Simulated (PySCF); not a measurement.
Several compounds and their computed core spectra got separated.

Theory: delta-SCF UKS SCAN, pcX-2 on the ionised atom, pcseg-1 elsewhere, spin-free X2C in PySCF. Geometries: GFN2-xTB; isolated species, one conformer each.

Line lists (1s up to Mg, 2p3/2 beyond; areas count atoms within a level, one atom standing for each set equivalent by bonding):
1. N 1s: 404.12 eV; Si 2p3/2: 106.98 eV
2. C 1s: 290.15 (area 1), 290.49 (area 2) eV; P 2p3/2: 135.95 (area 1), 136.53 (area 1) eV
3. Si 2p3/2: 106.71 eV; P 2p3/2: 136.33 eV

Structures:
A. `CP(C)C#P`
B. `P[SiH2]P`
C. `[SiH3]N[SiH3]`

Q: Which list belongs to which compound?

A: 
- 1 = C: no other candidate has this set of levels. N 1s: 404.12 nitrogen bridging silicon atoms; Si 2p3/2: 106.98 SiH3 silicon (×2).
- 2 = A: no other candidate has this set of levels. C 1s: 290.15 triply bonded carbon, 290.49 sp3 carbon bound to phosphorus (×2); P 2p3/2: 135.95 phosphorus bonded to C, 136.53 phosphine phosphorus.
- 3 = B: no other candidate has this set of levels. Si 2p3/2: 106.71 SiH2 silicon; P 2p3/2: 136.33 three-coordinate phosphorus (×2).

Spin–orbit coupling isn't in the SCF: each 2p doublet comes from a relaxed spin-free hole plus a matrix of the shell (mean-field spin–orbit coupling and the ground-state 2p splitting), with 2p3/2 averaged over its two sublevels. 1 of these hole states is spin-contaminated (⟨S²⟩ 0.95, against 0.75; counted from 0.85) and less certain.
